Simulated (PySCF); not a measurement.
NO, SMILES [N]=O, multiplicity 2. Atoms are numbered in the order given.

```xyz
2

N      0.0000     0.0000    -0.6174
O      0.0000     0.0000     0.5402
```
Charge 0, spin multiplicity 2.

The structure is a stationary point at PBE-D3(BJ)/def2-TZVPD.

These are B3LYP/pcH-1 run with PySCF values and carry that method's errors.

Unrestricted Kohn–Sham, ⟨S²⟩ = 0.753. Hyperfine tensors hold the contact and dipolar terms, without spin-orbit corrections.

**Question.** Estimate the hyperfine couplings. (An estimate is asked for; the answer gives what the named calculation found.)

**Answer.** 
| nucleus | A(iso) (MHz) | A(iso) (G) | dipolar principal values (MHz) |
|---|---|---|---|
| 14N no. 1 | 16.8 | 6.0 | -40.3, -38.9, 79.2 |
| 17O no. 2 | -25.5 | -9.1 | -141.4, 65.7, 75.7 |
